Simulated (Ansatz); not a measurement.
Problem. Name a neutral molecule of B, Cl and H with HOMO–LUMO gap (PBE/def2-TZVPP) between 4.30 and 4.60 eV and LUMO energy (PBE0/def2-TZVPP) between -1.90 and -1.60 eV (Ansatz, PBE0-D4/def2-TZVP geometry).

Solution. `BCl` (4.43 eV, -1.82 eV). Other molecules can fit too; these were computed, each in one conformer that needn't be the lowest.
